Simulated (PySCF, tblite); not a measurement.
## Complex of chloride and 3 × water

A gas-phase complex of chloride and 3 × water; charge -1, singlet. The structure comes from a short search (6 tight-binding starts) and was relaxed by PBE0-D3(BJ)/def2-SVPD; another way of binding may lie lower. Frequencies by PBE0-D3(BJ)/def2-SVPD show no clear imaginary mode.

Parts: 1 = chloride ([Cl-]), atoms 1, charge -1; 2 = water (O), atoms 2–4; 3 = water (O), atoms 5–7; 4 = water (O), atoms 8–10.

```csv
atom,part,x (Å),y (Å),z (Å)
Cl1,1,0.802,1.502,-0.679
O2,2,-1.989,0.855,-2.053
H3,2,-1.735,-0.061,-1.855
H4,2,-1.305,1.338,-1.546
O5,3,0.431,0.561,-3.684
H6,3,0.837,0.946,-2.880
H7,3,-0.504,0.759,-3.519
O8,4,-0.165,-1.380,-1.574
H9,4,0.204,-0.658,-1.025
H10,4,0.131,-1.096,-2.454
```

Contacts between parts, classed by geometry: H3···O8 2.070 Å (hydrogen bond, 146°); H9···Cl1 2.268 Å (hydrogen bond, 152°); H10···O5 2.085 Å (hydrogen bond, 144°); H6···Cl1 2.271 Å (hydrogen bond, 152°); H7···O2 2.089 Å (hydrogen bond, 144°); H4···Cl1 2.285 Å (hydrogen bond, 151°).

Interaction energies are complex less parts, with the parts frozen as they stand in it; counterpoise-corrected, in kcal/mol (PySCF).

Question: Give the interaction energy at each level run.

Answer: 
```tsv
level	interaction	superposition error removed
wB97M-D3(BJ)/def2-TZVPD	-47.43	-0.47
PBE0-D3(BJ)/def2-TZVPD	-49.09	-0.46
RI-MP2/def2-TZVPD	-43.47	-2.78
```

Question: What holds them together? Decompose the wB97M-D3(BJ)/def2-TZVPD energy: frozen parts, their antisymmetrised product, then relaxation.

Answer: electrostatic -71.5, Pauli repulsion +51.6, orbital relaxation -23.4, dispersion correction -4.6 kcal/mol, which sum to the value before the counterpoise correction; the Pauli term holds the exchange-correlation of the frozen density too. Of the attraction, 72 % is electrostatic, 24 % is orbital relaxation, 5 % is dispersion correction.

Question: Are the pair energies additive?

Answer: The pairs sum to -48.89 kcal/mol (1–2 -14.2, 1–3 -14.3, 1–4 -14.3, 2–3 -2.0, 2–4 -2.1, 3–4 -2.0); the rest of +1.47 is a many-body weakening.

The parts were also relaxed and run alone, at the levels used for the complex: shieldings by PBE0/aug-pcSseg-2; core levels by delta-SCF with SCAN, aug-pcX-2 on the ionised atom and aug-pcseg-1 elsewhere, spin-free X2C (2p3/2 is the spin-free 2p value less a third of a first-order spin-orbit splitting).

Question: What does binding change?

Answer: 
| property | alone | in the complex | change |
| --- | --- | --- | --- |
| O2–H3 bond (Å) | 0.961 | 0.971 | +0.010 |
| shielding of H3 (ppm) | 30.84 | 28.04 | -2.80 |
| shielding of O8 (ppm) | 327.6 | 283.4 | -44.2 |
| shielding of H9 (ppm) | 30.84 | 26.52 | -4.32 |
| shielding of Cl1 (ppm) | 1149.3 | 1043.4 | -105.8 |
| Cl1 2p3/2 core level (eV) | 196.90 | 198.85 | +1.94 |
| O2 1s core level (eV) | 539.78 | 534.30 | -5.48 |

The 6 runs behind this took 9.6 min in all, one thread each of Arm Neoverse V1 on a shared host, launched as `OMP_NUM_THREADS=1 python cluster_run.py task.json out`.
